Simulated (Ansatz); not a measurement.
## RbP₂: from a trial structure to a relaxed crystal

Theory: DFT PBE, scalar-relativistic, plane waves, PAW (Ansatz 0.2.0). Cutoff 420 eV, Γ-centred k mesh, Gaussian smearing, no spin polarisation in the final step.

RbP₂ was placed on the AlB2 structure type (P6/mmm, No. 191), with Rb in place of Al, P in place of B, at a guessed volume.

```
Rb P
1.0
     4.23048    0.00000    0.00000
    -2.11524    3.66370    0.00000
     0.00000    0.00000    4.56779
Rb P
1 2
Direct
  0.00000 0.00000 0.00000
  0.33333 0.66667 0.50000
  0.66667 0.33333 0.50000
```

Cell and atoms relax at zero pressure; the relaxation can't lower the symmetry of the start. After a coarse first stage the cell is made exact in the group found at 0.06 Å.

The zero of energy is the elements' standard structures at the same level; no fitted shifts are applied.

Q: Describe the relaxed structure.

A: It keeps P6/mmm (No. 191). The result has the AlB2 structure. Conventional cell: a = 4.164 Å, c = 5.374 Å. Rb has 12 P at 3.61 Å; around P lie 3 P at 2.40 Å.

```
Rb P
1.0
     4.16356    0.00000    0.00000
    -2.08178    3.60575    0.00000
     0.00000    0.00000    5.37357
Rb P
1 2
Direct
  0.00000 0.00000 0.00000
  0.33333 0.66667 0.50000
  0.66667 0.33333 0.50000
```

Q: What are its volume, energy, density and gap?

A: The volume per atom is 26.89 Å³. The density is 3.03 g/cm³. The energy over the elements is -0.13 eV/atom and the gap on the 12×12×10 mesh is 0 eV (a metal).

The final run used a 12×12×10 mesh on its 3-atom cell and 0.10 eV smearing. For metals, differences of a few meV/atom aren't resolved. A structure relaxed within its symmetry needn't be a true minimum.

Cost: 3 runs of about 0.95 core-minutes in all, on Arm Neoverse V1 (shared hosts).